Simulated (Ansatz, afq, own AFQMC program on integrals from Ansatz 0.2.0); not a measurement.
**CH$_{4}$O, triplet in cc-pVTZ, levels against AFQMC with the constraint released**

```tsv
atom	x (Å)	y (Å)	z (Å)
O	-1.0762	-0.0291	0.0000
H	-1.3256	0.8974	0.0000
H	0.0078	-0.0291	0.0000
C	1.2628	-0.0291	0.0000
H	1.6772	-0.0291	0.9962
H	1.6772	-0.0291	-0.9962
```

Connectivity, by distances: OH ··· CH2, 1 bridging H.

Basis cc-pVTZ. Only valence electrons are correlated. Ansatz 0.2.0 and our own AFQMC program on the same integrals; the CISD trial comes from CCSD amplitudes, and released means the phaseless constraint is let go. Error bars are statistical, one sigma.

Determinant: UHF, the one that the program's search chose, which needn't be the lowest solution. The geometry is a point of a scan.

No full CI on the walks' own integrals is used here. The released AFQMC energy serves as the reference, which it does only where one determinant dominates, the energy is flat over the last release times and near the phaseless one (40 meV or 2 meV an electron, half that with transition metals). On small molecules, where full CI could be run and the noise was under 10 meV, such values lay within 10 meV of it in 19 cases of 20, a flattering rate, since the rule was set on those same cases; what remains of the bias isn't in the error bar.

Cautions: lower spins were not checked; the released value is read at 1.62 1/Eh, later times being too noisy (meV from the phaseless value at times in 1/Eh: -15 ± 7 at 0.24, -27 ± 5 at 0.51, -24 ± 7 at 0.99, -31 ± 8 at 1.62, -22 ± 17 at 2.40).

The T1 diagnostic is 0.0138 and the weight of the determinant in the CISD state is 0.883. The ⟨S²⟩ of the determinant is 2.040 and the size of the correlated space is 14 electrons in 114 orbitals.

```
  level  correlation energy (eV)
    MP2                 -10.7752
   CCSD                 -11.4723
CCSD(T)                 -11.8445
```

**Question.** Estimate where phaseless AFQMC with a CISD trial lies against CCSD(T) on the same integrals.

**Answer.** 1.5 ± 0.5 kJ/mol below CCSD(T).

Reference: AFQMC with the constraint released, correlation energy -11.891 ± 0.008 eV.

```csv
level,E − E(reference) (kJ/mol),share of correlation (%)
CCSD(T),4.5 ± 0.8,99.61
ph-AFQMC/CISD,2.9 ± 0.9,99.74
```

A walk keeps the symmetry of its determinant, which the program's search chose and which needn't be the lowest solution, so a lower state of the same spin and another symmetry isn't excluded. Released energies are given only where the last usable release times agree within the noise; a slower fall can still hide under it.
